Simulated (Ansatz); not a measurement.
Z-matrix (Å, degrees):
```
C
C 1 1.521
C 1 1.504 2 110.8
H 1 1.094 2 109.1 3 117.9
H 1 1.092 2 111.2 3 -123.1
O 2 1.409 1 112.5 3 62.8
H 2 1.091 1 109.3 3 -54.8
H 2 1.097 1 109.3 3 -172.8
O 3 1.343 1 112.6 2 -124.1
O 3 1.200 1 124.6 2 56.2
H 6 0.961 2 108.8 1 63.8
H 9 0.968 3 106.5 1 179.7
```

The species carries charge 0 and has multiplicity 1.

List the PBE0/def2-TZVPP orbital energies in eV (Ansatz 0.2.0). (Estimate.)

Ansatz gave: Occupied: -524.07, -522.83, -522.34, -281.82, -279.72, -278.74, -31.22, -28.96, -28.64, -22.16, -18.94, -16.98, -14.87, -14.02, -13.65, -13.54, -12.61, -11.92, -11.22, -10.90, -9.64, -9.34, -8.27, -8.09. Lowest empty: 0.14, 0.90, 1.36, 2.14, 2.65, 2.88, 3.52, 3.89.
